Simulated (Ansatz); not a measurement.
## Vanadium, bcc: convergence with cold smearing

Computed with Ansatz, LDA, scalar-relativistic PAW, on the relaxed cell (a = 2.927 Å; spin not included). Errors count from a run at 420 eV on a Γ-centred 25×25×25 mesh with Fermi-Dirac smearing of 0.1 eV, extrapolated to zero width. Fixed here: cutoff 420 eV, mesh 15×15×15. The SCF starts from atomic densities corrected by a trained network.

```csv
width (eV),E(σ→0) error (meV/atom),F error (meV/atom),P (GPa),SCF iterations
0.03,-3.9,-3.9,-0.48,6
0.1,-2.9,-1.9,-0.31,6
0.2,-0.7,0.8,-0.37,6
0.3,0.9,2.9,-0.39,6
0.6,2.5,9.8,-0.81,6
1.0,15.4,26.6,-0.70,6
```

Task: What does the run at 0.01 give (width)?

Result: E(σ→0) error (meV/atom): -3.9; F error (meV/atom): -3.9; P (GPa): -0.51; SCF iterations: 6.
